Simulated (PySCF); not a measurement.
Gas-phase reaction: CH3CHF2 = 2 F + C2H2 (acetylene) + 2 H

Energies from PySCF (xtb for GFN2), thermal terms from the rigid-rotor harmonic-oscillator model, ideal gas at 1 bar. † marks an energy on the PBE0/def2-TZVP geometry and frequencies; other levels use their own. MP2 and CCSD(T) freeze the core. Open shells (unrestricted): F (multiplicity 2, electronic degeneracy 6), H (multiplicity 2); the rest are closed-shell singlets. GFN2 has no spin-polarisation term. Spin-orbit splitting is ignored; it lowers the true energy and changes the entropy of F. B3LYP is the form with VWN-RPA correlation. MP2 isn't extrapolated to the basis-set limit; its ΔH°(298 K) is 1290.3 kJ in def2-SVP and 1328.7 kJ in def2-TZVPP. CCSD(T) isn't extrapolated to the basis-set limit; its ΔH°(298 K) is 1271.7 kJ in def2-SVP and 1304.4 kJ in def2-TZVPP. The harmonic model lacks anharmonicity and excited electronic states, which grow with temperature; levels with a mode under 35 cm⁻¹ are left out. Internal rotation in CH3CHF2 is treated as a harmonic vibration of one conformer, which makes the entropy rough.

```
level                ΔE electronic, kJ  ΔH°(298 K), kJ  ΔS°(298 K), J/K  ΔG°(1400 K), kJ
-------------------  -----------------  --------------  ---------------  ---------------
B3LYP/def2-TZVP†                  1383            1316              469              617
CCSD(T)/def2-TZVPP†               1372            1304              469              606
GFN2-xTB                          1463            1400              468              706
MP2/def2-SVP†                     1358            1290              469              592
PBE0/def2-TZVP                    1402            1335              469              636
r2SCAN/def2-TZVP†                 1413            1346              469              648
ωB97M-V/def2-TZVP†                1405            1338              469              640
```
ΔH° is lowest at MP2/def2-SVP† and highest at GFN2-xTB. No reference value is set beside these.
